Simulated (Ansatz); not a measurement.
A trace of molecular dynamics of CH3O (5 atoms, charge -1, multiplicity 1).

Level of theory: Ansatz 0.2.0, RKS B3LYP-D4/def2-TZVP.

| Item | Value |
| --- | --- |
| ensemble | NVE (velocity Verlet) |
| starting velocities drawn for | 300 K |
| seed | 9533 |

```csv
time (fs),T (K),potential energy less start (eV),conserved less start (meV/atom)
0.0,300,0.000,0.00
4.0,140,0.063,0.08
8.0,62,0.093,0.10
12.0,437,-0.052,0.13
16.0,2276,-0.765,0.21
20.0,5344,-1.960,-0.81
24.0,3867,-1.383,0.01
28.0,2150,-0.718,-0.14
32.0,1293,-0.385,0.03
36.0,2341,-0.792,-0.17
40.0,2540,-0.869,-0.01
44.0,1734,-0.556,0.04
48.0,2013,-0.665,-0.17
52.0,1965,-0.646,-0.04
56.0,1436,-0.441,-0.05
60.0,2351,-0.796,-0.22
64.0,2466,-0.839,0.06
68.0,3320,-1.169,0.43
72.0,3279,-1.166,-2.12
76.0,5057,-1.849,-0.76
80.0,2489,-0.847,0.38
84.0,2590,-0.887,0.19
88.0,2673,-0.922,-0.26
92.0,1293,-0.384,0.19
96.0,1445,-0.444,0.05
100.0,1112,-0.316,-0.13
```

Task: Is this trajectory sound?

Result: The conserved energy wandered by up to 5.3 meV per atom (net -0.1 meV per atom), which is poor conservation. The system heated up, since it started high on the potential surface and ran downhill. A run of 0.1 ps of so small a system gives no equilibrium averages. The orbitals stay closed-shell, which can raise the energy where a bond breaks towards radicals; this wasn't checked here. Limits of this set-up: an anion without diffuse functions, the dipole of an ion depends on the origin. The time step was 0.5 fs.

Run time: 3.4 min on 1 thread of Arm Neoverse V1, on a shared host, peak memory 0.11 GiB.
